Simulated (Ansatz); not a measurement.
Smallest direct gap on the k points sampled of Cu2ZnSiTe4 (I-42m, No. 121; structure not from a measured cell) at several levels of theory

No measured value is used here.

```csv
level (code),value (eV)
LDA (Ansatz),0.19
PBEsol (Ansatz),(withheld)
r²SCAN+SOC (Ansatz),0.44
```

**Question.** Fill in the missing entries.

**Answer.** 
- PBEsol (Ansatz, an electronic-structure program), value (eV): 0.26

At these levels the smallest gap is indirect and lower: PBEsol 0.20, r²SCAN+SOC 0.33 eV. Computed values are for a static lattice. Spin–orbit coupling is included only where a level's name says +SOC; with heavier elements it mostly lowers gaps and can invert bands.  Values are at the PBEsol cell. Cutoffs differ between the levels. Ansatz's density-functional and Hartree–Fock values are scalar-relativistic unless marked +SOC, with PAW data made under PBE.
